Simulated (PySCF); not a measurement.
Where does propanenitrile take a proton?

Molecule: propanenitrile, `CCC#N` (C3H5N). Optimised structure (Å), atoms numbered from 1:
```
C    -0.9636    0.3412    0.0024
C     0.3066   -0.4415   -0.3214
C     1.4608   -0.0009    0.4552
N     2.3624    0.3645    1.0821
H    -1.8002   -0.0306   -0.6063
H    -1.2348    0.2343    1.0624
H    -0.8335    1.4122   -0.2083
H     0.1628   -1.5176   -0.1310
H     0.5627   -0.3478   -1.3893
```

These are calculated values, ωB97X-D3(BJ)/def2-TZVP in PySCF (grid level 2) at geometries from PBE0-D3(BJ)/def2-SVP. ωB97X-D3(BJ) is ωB97X-V with D3(BJ) in place of VV10. Thermal corrections: PBE0-D3(BJ)/def2-SVP frequencies, unscaled, ideal gas at 298.15 K and 1 bar, quasi-RRHO entropy.

```
                 site    product  PA / kJ/mol  GB / kJ/mol
N4 (nitrile nitrogen)  CCC#[NH+]          806          775
```

PA is −ΔH and GB is −ΔG of B + H⁺ → BH⁺ in the gas phase. Sites whose products fell apart, merged with another or lost in a GFN2-xTB screen aren't listed.

In THF the product from N4 is solvated 206 kJ/mol more strongly than the parent (electrostatics only).

In ethanol the product from N4 is solvated 227 kJ/mol more strongly than the parent (electrostatics only).

Measured values (NIST Chemistry WebBook, evaluated or the median of agreeing entries): proton affinity (−ΔH) 794 kJ/mol (computed 806, difference 12); gas-phase basicity (−ΔG) 763 kJ/mol (computed 775, difference 12).

Run with `OMP_NUM_THREADS=1 python redox_run.py task.json out` on 1 thread of Arm Neoverse V1, a shared host. Structures, frequencies and single points: 2.8 min of wall time.
